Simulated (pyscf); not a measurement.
5 gas-phase steps of one pattern: hydrogen abstraction on the doublet surface, H–H broken and H–Si formed. PySCF, gas phase, ωB97X-D3(BJ)/def2-SVP geometries. Electronic energies in eV, from the separated reactants; ΔE‡ at ωB97M-D3(BJ)/def2-TZVP, beside the barrier at PBE/def2-TZVP on the same structures. Rows were drawn at random from the steps of this pattern with a verified saddle, stable references and no exit in the data more than 5 kcal/mol lower.

```
row                                       step  ΔE‡(PBE)   ΔE‡
---  -----------------------------------------  --------  ----
1        H₃C–SiH•–CH₃ + H₂ → H₃C–SiH₂–CH₃ + H•      0.54  0.60
2    H₂N–Si•(NH₂)–I + H₂ → H₂N–SiH(NH₂)–I + H•      0.70  0.71
3         F–SiH₂–SiH₂• + H₂ → F–SiH₂–SiH₃ + H•      0.73     ?
4                 [HSi=S]• + H₂ -> H₂Si=S + H•      1.03  1.10
5                [HSi=Se]• + H₂ → H₂Si=Se + H•      1.07  1.15
```

Q: Fit ΔE‡ = a + b·ΔE‡(PBE) to the other rows and predict row 3.

A: Over the 4 complete rows the means are +0.83 (ΔE‡(PBE)) and 0.89 (ΔE‡); least squares gives b = 1.07 and a = 0.00 eV, with residuals of 0.02 eV (root mean square; largest 0.04, row 2). For row 3: 0.00 + 1.07 × (+0.73) = 0.78 eV. The computed barrier is 0.83 eV, 0.05 over the line. The line follows these rows closely. Each barrier is that of the saddle found. Elements up to Kr have no core potential and no relativistic terms here. Elements past Kr carry the def2 core potentials, without spin-orbit coupling.
